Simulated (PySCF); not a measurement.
AlH: from constants to spectrum

RHF-CCSD(T) constants of AlH, ¹Σ⁺ (singlet), closed shell (PySCF, no relativity, basis sets Al cc-pV(T+d)Z, H cc-pVTZ; masses 26.9815 and 1.0078 u):

- ωe: 1678.2 cm⁻¹
- ωexe: 26.4 cm⁻¹
- Be: 6.3567 cm⁻¹
- αe: 0.178 cm⁻¹
- D (centrifugal): 0.000365 cm⁻¹
- De to Al + H: 3.13 eV

**Question.** Estimate the standard entropy (1 bar) and heat capacity of the ideal gas at 500 K, rigid rotor with B0 and harmonic oscillator at the fundamental.

**Answer.** Translation (Sackur–Tetrode, M = 27.99 u): 161.2 J/(mol K). Rotation: q = kT/(σB0) = 55.4 with σ = 1, 41.7. Vibration: x = hcν0/kT = 4.68, 0.44. S° = 203.3 J/(mol K); Cp = 7R/2 + 1.72 = 30.8 J/(mol K).

Correlated steps freeze 5 core orbitals. Where the molecule has an RHF reference, its open-shell atoms are computed with UHF.
